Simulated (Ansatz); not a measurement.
# BS+ (triplet): B97M-V, PBE0 over a scan of the distance B1–S2, 6-31G

How well do these functionals follow the top wave-function level for BS+ (triplet) over a scan of the distance B1–S2?

The runs use Ansatz 0.2.0, Gaussian basis; 6-31G, all electrons in the functionals.

Plan: B97M-V, PBE0, at 1.385 Å; 1.509 Å; 1.703 Å; 1.873 Å; 2.030 Å; 2.338 Å; 2.775 Å; 3.154 Å; 3.723 Å; 4.616 Å; 5.766 Å.

16 further runs of the same task are left out: 13 that didn't finish, 3 set aside as unsound or not needed.

## 1. The geometry

The geometry derives from a PBE0/def2-TZVP stationary point (not a proven minimum). One bond is set to the value named and the two fragments are kept rigid.

2 atoms, charge 1, spin multiplicity 3.

Atoms are counted from 1 here; the program's logs count them from 0.

Bond lengths: B1–S2 1.703 Å.

No dispersion term is added; B97M-V holds VV10 nonlocal correlation.

The geometry shown and the zero of energy belong to the point 1.703 Å. The yardstick, FCI, and other wave-function levels (R restricted, U unrestricted, valence and pair active spaces) come from earlier runs.

## 2. B97M-V, 1.385 Å

in.yaml reads:

```yaml
crystal:
  periodic: [false, false, false]
  atoms:
    - {symbol: B, position_ang: [0.000000, 0.000000, 0.000000]}
    - {symbol: S, position_ang: [0.000000, 0.000000, 1.385000]}
basis:
  gaussian: {orbitals: 6-31G}
total_charge: 1
magnetization: {spin_polarized: true, initial_magnetization: 2}
hamiltonian: {xc: {name: B97M-V}}
```

On the command line:

```
ansatz run in.yaml --threads 1 --pin off --events-out ev --progress --plain --max-ram 2393MiB
```

After this run come: B97M-V, 1.509 Å; B97M-V, 1.703 Å; B97M-V, 1.873 Å; B97M-V, 2.030 Å; B97M-V, 2.338 Å; B97M-V, 2.775 Å; B97M-V, 3.154 Å; B97M-V, 3.723 Å; B97M-V, 4.616 Å; B97M-V, 5.766 Å; PBE0, 1.385 Å; PBE0, 1.509 Å; PBE0, 1.703 Å; PBE0, 1.873 Å; PBE0, 2.030 Å; PBE0, 2.338 Å; PBE0, 2.775 Å; PBE0, 3.154 Å; PBE0, 3.723 Å; PBE0, 4.616 Å; PBE0, 5.766 Å.

**Question.** What will the summary of the whole plan be? Wanted: span of the FCI curve; largest miss, B97M-V; largest miss, PBE0.

**Answer**, as computed:

| quantity | value |
| --- | --- |
| span of the FCI curve | 373.9 kJ/mol |
| largest miss, B97M-V | +67.2 kJ/mol (3.154 Å) |
| largest miss, PBE0 | +85.2 kJ/mol (4.616 Å) |

Of the functionals, B97M-V keep the smallest largest miss at the points compared (at most 67.2 kJ/mol) and PBE0 strays most (85.2 kJ/mol, at 4.616 Å). B97M-V, PBE0 clearly break the spin symmetry at some points (⟨S²⟩ up to 0.31 above the pure value), so energy there is bought with a mixed spin. Functionals and the yardstick converge differently with the basis, so part of each miss in 6-31G is the basis.
